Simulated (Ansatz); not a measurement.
System: COS, charge 1, multiplicity 2. 
Geometry from a B3LYP-D3(BJ)/def2-TZVP (Ansatz, a program for electronic structure) optimisation:
```xyz
3

O      0.0000     0.0000    -1.6974
C      0.0000     0.0000    -0.5680
S      0.0000     0.0000     1.0617
```
Charge +1, spin multiplicity 2.

Basis-set convergence of Hartree-Fock and CCSD(T) correlation energies (hartree) with Ansatz. Correlated levels leave the core frozen unless marked. UHF or UKS for open shells. Spin-orbit coupling is left out. No relativistic terms.

```tsv
basis	functions	E(HF)	E(corr, CCSD(T))
cc-pV(D+d)Z	51	-509.92941	-0.43635
cc-pV(T+d)Z	99	-509.97754	-0.53901
cc-pV(Q+d)Z	174	-509.98948	-0.57294
```

Extrapolating the two largest sets (X = 3 and 4) as X^-3: E(corr) = (64·(-0.57294) - 27·(-0.53901))/37 = -0.5977 Eh, an estimate of the basis-set limit. The largest set recovers 95.9 % of it, the smallest 73.0 %.
